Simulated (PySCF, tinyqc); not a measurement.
Inside a calculation. Method: RHF in the sto-3g basis, for BH, spin multiplicity 1. This run ends on a higher stationary point, not on the lowest solution. The lowest restricted solution is unstable here: a spin-polarised one lies 0.0121 hartree lower (PySCF). One step of it, computed by the program tinyqc.

Problem. Iteration 3: building the Fock matrix. J_ij = sum D_kl (ij|kl), K_ij = sum D_kl (ik|jl); F = H + J - 0.5 K; E = tr D H + tr D J / 2 - 0.25 tr D K + E_nn.

D after iteration 2, order 1B 1s, 1B 2s, 1B 2px, 1B 2py, 1B 2pz, 2H 1s:
```
[[2.071574, -0.343204, 0.000000, 0.000000, 0.263848, 0.134352],
 [-0.343204, 1.588149, 0.000000, 0.000000, -0.907156, -0.613998],
 [0.000000, 0.000000, 1.998198, 0.060006, 0.000000, 0.000000],
 [0.000000, 0.000000, 0.060006, 0.001802, 0.000000, 0.000000],
 [0.263848, -0.907156, 0.000000, 0.000000, 0.520472, 0.350774],
 [0.134352, -0.613998, 0.000000, 0.000000, 0.350774, 0.237381]]
```

core Hamiltonian H = T + V (hartree), order 1B 1s, 1B 2s, 1B 2px, 1B 2py, 1B 2pz, 2H 1s:
```
[[-12.774926, -3.309561, 0.000000, 0.000000, -0.019355, -0.875029],
 [-3.309561, -3.848661, 0.000000, 0.000000, -0.166113, -1.777404],
 [0.000000, 0.000000, -3.011903, 0.000000, 0.000000, 0.000000],
 [0.000000, 0.000000, 0.000000, -3.011903, 0.000000, 0.000000],
 [-0.019355, -0.166113, 0.000000, 0.000000, -3.137612, -1.593300],
 [-0.875029, -1.777404, 0.000000, 0.000000, -1.593300, -2.699554]]
```

Two-electron integrals (ij|kl) in chemists' order, unique and non-zero (hartree):
```
(11|11) 2.923513   (21|11) 0.518376   (21|21) 0.109262   (22|11) 0.744229
(22|21) 0.193177   (22|22) 0.544804   (31|31) 0.020264   (32|31) 0.029996
(32|32) 0.120346   (33|11) 0.742491   (33|21) 0.193240   (33|22) 0.544682
(33|33) 0.586773   (41|41) 0.020264   (42|41) 0.029996   (42|42) 0.120346
(43|43) 0.031630   (44|11) 0.742491   (44|21) 0.193240   (44|22) 0.544682
(44|33) 0.523513   (44|44) 0.586773   (51|51) 0.020264   (52|51) 0.029996
(52|52) 0.120346   (53|53) 0.031630   (54|54) 0.031630   (55|11) 0.742491
(55|21) 0.193240   (55|22) 0.544682   (55|33) 0.523513   (55|44) 0.523513
(55|55) 0.586773   (61|11) 0.135126   (61|21) 0.028364   (61|22) 0.050241
(61|33) 0.049993   (61|44) 0.049993   (61|51) 0.002092   (61|52) 0.003813
(61|55) 0.050767   (61|61) 0.007603   (62|11) 0.296075   (62|21) 0.077877
(62|22) 0.238100   (62|33) 0.231597   (62|44) 0.231597   (62|51) 0.008595
(62|52) 0.050095   (62|55) 0.250893   (62|61) 0.021541   (62|62) 0.137865
(63|31) 0.008196   (63|32) 0.037211   (63|53) 0.009629   (63|63) 0.016178
(64|41) 0.008196   (64|42) 0.037211   (64|54) 0.009629   (64|64) 0.016178
(65|11) 0.266265   (65|21) 0.071021   (65|22) 0.229183   (65|33) 0.216940
(65|44) 0.216940   (65|51) 0.015046   (65|52) 0.081705   (65|55) 0.253432
(65|61) 0.020715   (65|62) 0.155845   (65|65) 0.188760   (66|11) 0.445831
(66|21) 0.119503   (66|22) 0.410630   (66|33) 0.385967   (66|44) 0.385967
(66|51) 0.017032   (66|52) 0.128275   (66|55) 0.459546   (66|61) 0.033848
(66|62) 0.295056   (66|65) 0.364181   (66|66) 0.774606
```

nuclear repulsion = 2.26919902 hartree

Give: Coulomb J; exchange K; Fock matrix F; total energy of this density.

Solution.

Coulomb J (hartree), order 1B 1s, 1B 2s, 1B 2px, 1B 2py, 1B 2pz, 2H 1s:
```
[[8.7192, 1.7829, 0.0000, 0.0000, -0.0391, 0.4590],
 [1.7829, 3.6266, 0.0000, 0.0000, -0.1752, 1.4613],
 [0.0000, 0.0000, 3.6893, 0.0038, 0.0000, 0.0000],
 [0.0000, 0.0000, 0.0038, 3.5630, 0.0000, 0.0000],
 [-0.0391, -0.1752, 0.0000, 0.0000, 3.6154, 1.3254],
 [0.4590, 1.4613, 0.0000, 0.0000, 1.3254, 2.3672]]
```

exchange K (hartree), order 1B 1s, 1B 2s, 1B 2px, 1B 2py, 1B 2pz, 2H 1s:
```
[[5.9298, 1.1377, 0.0000, 0.0000, 0.0169, 0.3107],
 [1.1377, 1.0587, 0.0000, 0.0000, -0.5515, 0.1281],
 [0.0000, 0.0000, 1.3686, 0.0333, 0.0000, 0.0000],
 [0.0000, 0.0000, 0.0333, 0.2603, 0.0000, 0.0000],
 [0.0169, -0.5515, 0.0000, 0.0000, 0.7075, 0.0909],
 [0.3107, 0.1281, 0.0000, 0.0000, 0.0909, 0.1648]]
```

Fock matrix F (hartree), order 1B 1s, 1B 2s, 1B 2px, 1B 2py, 1B 2pz, 2H 1s:
```
[[-7.0206, -2.0955, 0.0000, 0.0000, -0.0669, -0.5714],
 [-2.0955, -0.7514, 0.0000, 0.0000, -0.0656, -0.3802],
 [0.0000, 0.0000, -0.0069, -0.0129, 0.0000, 0.0000],
 [0.0000, 0.0000, -0.0129, 0.4209, 0.0000, 0.0000],
 [-0.0669, -0.0656, 0.0000, 0.0000, 0.1240, -0.3134],
 [-0.5714, -0.3802, 0.0000, 0.0000, -0.3134, -0.4148]]
```

total energy of this density = -23.556634 hartree
